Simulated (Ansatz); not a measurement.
`COC(Cl)Cl` + H₂ → `ClCCl` + CH₃OH  (hydrogenolysis of a C–O bond)

Isolated molecules relaxed with PBE0-D4/def2-TZVP in Ansatz; ΔE leaves out vibrations. CCSD(T)/CBS adds triple-zeta CCSD(T) − MP2 to the extrapolated MP2 energy (def2 sets, frozen cores). This one scheme is used for every species. Functionals use def2-TZVPP. B3LYP here is the variant with VWN-RPA as its local correlation; programs differ in this. HSE06 is defined as in plane-wave codes. Each species was taken in one conformer, which may not be the lowest.

```csv
level,ΔE (kJ/mol),difference from CCSD(T)/CBS
r2SCAN-D4,-58.0,12.3
B97M-V,-63.3,7.0
PBE0-D4,-67.9,2.4
B3LYP-D4,-65.0,5.3
HSE06-D4,-68.1,2.2
B2PLYP,-71.9,-1.6
HF/def2-SVP,-85.6,-15.3
MP2/def2-TZVPP,-64.9,5.4
HF/def2-QZVPP,-94.7,-24.4
MP2/CBS(def2),-67.0,3.3
CCSD(T)/CBS,-70.3,0
```

Largest T1 diagnostic among the species: 0.011.

From PBE to PBE0 (25 % exact exchange), in def2-TZVPP and without D4, ΔE moves by −8.4 kJ/mol. Leaving LDA and LC-ωPBE aside and taking each functional with its dispersion term where it has one, the values, not all of them listed here, spread over 19.4 kJ/mol, from BHLYP-D4 to revPBE-D4. LDA lies +18.9 kJ/mol from PBE without D4. In def2-TZVPP, CCSD(T) changes the Hartree–Fock value by +25.8 kJ/mol (the triples alone add +7.8 kJ/mol) and MP2 by +29.1 kJ/mol.

CCSD(T)/CBS has its own doubt, a few kJ/mol and more with outer-core shells, so smaller differences from it don't rank the levels.
